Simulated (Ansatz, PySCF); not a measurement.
Band gap (eV) of solids drawn from the class of oxides, at two levels: HSE06 (plane waves, PAW; Ansatz, a program for electronic structure), and G0W0@PBE (Ansatz, PySCF; the runs differ in potentials, basis or settings).

```json
[
 {"solid": "rock-salt SrO", "HSE06": "4.79", "G0W0@PBE": "5.30", "shift (eV)": "+0.51"},
 {"solid": "rock-salt CaO", "HSE06": "5.31", "G0W0@PBE": "6.12", "shift (eV)": "+0.81"},
 {"solid": "rock-salt BaO", "HSE06": "3.31", "G0W0@PBE": "3.63", "shift (eV)": "+0.32"},
 {"solid": "rock-salt MgO", "HSE06": "6.52", "G0W0@PBE": "7.31", "shift (eV)": "+0.79"},
 {"solid": "corundum (α-Al2O3)", "HSE06": "8.12", "G0W0@PBE": "9.18", "shift (eV)": "+1.06"},
 {"solid": "stishovite (SiO2)", "HSE06": "7.73", "G0W0@PBE": "8.78", "shift (eV)": "+1.05"},
 {"solid": "α-quartz (SiO2)", "HSE06": "7.85", "G0W0@PBE": "9.40", "shift (eV)": "+1.55"}
]
```

The shifts run from +0.32 eV to +1.55 eV, with a median of +0.81 eV.

Of 7 rows, G0W0@PBE is the larger in 7 and the smaller in 0.

Density-functional gaps are differences of (generalised) Kohn–Sham levels.

Spin–orbit coupling is included only where a level's name says +SOC; with heavier elements it mostly lowers gaps and can invert bands. Cells: HSE06 at the measured cell for 6 of them, at the measured cell (atoms relaxed with PBEsol) for 1 of them; G0W0@PBE at the measured cell. Ansatz's density-functional and Hartree–Fock values are scalar-relativistic unless marked +SOC, with PAW data made under PBE.
